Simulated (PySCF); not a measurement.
Compound: 2,2-dimethylbutane, C6H14.
Numbering: `[CH3:1][CH2:2][C:3]([CH3:4])([CH3:5])[CH3:6]` (hydrogens: H7, H8, H9 on C1; H10, H11 on C2; H12, H13, H14 on C4; H15, H16, H17 on C5; H18, H19, H20 on C6)

Method: PBE0-D3(BJ)/def2-TZVP geometry optimisation, gas phase (PySCF); density fitting, grid level 2; the optimiser is geomeTRIC in internal coordinates, started from a GFN2-xTB structure with every atom displaced at random (about 0.01 Å).

At the end of the run (lengths in Å): C4–H13 1.094, C1–C2 1.520, C1–H8 1.092, C1–H9 1.092, C3–C4 1.526, C6–H19 1.094, C6–H20 1.093, C4–C3–C5 109.0°, C2–C3–C4 108.0°, C2–C3–C5 110.8°, C1–C2–C3 116.4°, C1–C2–C3–C4 -178°, H12–C4–C3–C2 -60°, H15–C5–C3–C2 -55°.

**Question.** These geometries were met on the way; a selection of coordinates is given. Order them by energy above the end point, lowest first.
A. C4–H13 1.142, C1–C2 1.557, C1–H8 1.056, C1–H9 1.065, C3–C4 1.498, C6–H19 1.076, C6–H20 1.110, C4–C3–C5 110.5°, C2–C3–C4 106.8°, C2–C3–C5 110.3°, C1–C2–C3 116.5°, C1–C2–C3–C4 180°, H12–C4–C3–C2 -61°, H15–C5–C3–C2 -55°
B. C4–H13 1.090, C1–C2 1.524, C1–H8 1.098, C1–H9 1.094, C3–C4 1.527, C6–H19 1.096, C6–H20 1.095, C4–C3–C5 108.9°, C2–C3–C4 108.8°, C2–C3–C5 110.7°, C1–C2–C3 116.2°, C1–C2–C3–C4 -177°, H12–C4–C3–C2 -51°, H15–C5–C3–C2 -51°
C. C4–H13 1.094, C1–C2 1.520, C1–H8 1.092, C1–H9 1.092, C3–C4 1.526, C6–H19 1.094, C6–H20 1.093, C4–C3–C5 108.9°, C2–C3–C4 107.9°, C2–C3–C5 110.8°, C1–C2–C3 116.4°, C1–C2–C3–C4 -177°, H12–C4–C3–C2 -59°, H15–C5–C3–C2 -55°
D. C4–H13 1.094, C1–C2 1.520, C1–H8 1.093, C1–H9 1.092, C3–C4 1.529, C6–H19 1.094, C6–H20 1.094, C4–C3–C5 109.0°, C2–C3–C4 108.3°, C2–C3–C5 110.6°, C1–C2–C3 116.4°, C1–C2–C3–C4 -177°, H12–C4–C3–C2 -51°, H15–C5–C3–C2 -51°

**Answer.** C (0.000 eV), D (0.012 eV), B (0.039 eV), A (0.148 eV).

| step | E above end (eV) | rms distance from the end, all atoms (Å) | largest force (eV/Å) | rms shift of all bonds from the end (Å) |
| --- | --- | --- | --- | --- |
| 6 | 0.000 | 0.008 | 0.074 | 0.000 |
| 2 | 0.012 | 0.071 | 0.162 | 0.001 |
| 1 | 0.039 | 0.085 | 0.401 | 0.003 |
| 0 | 0.148 | 0.047 | 2.301 | 0.021 |

Rows stand in the order of the answer.
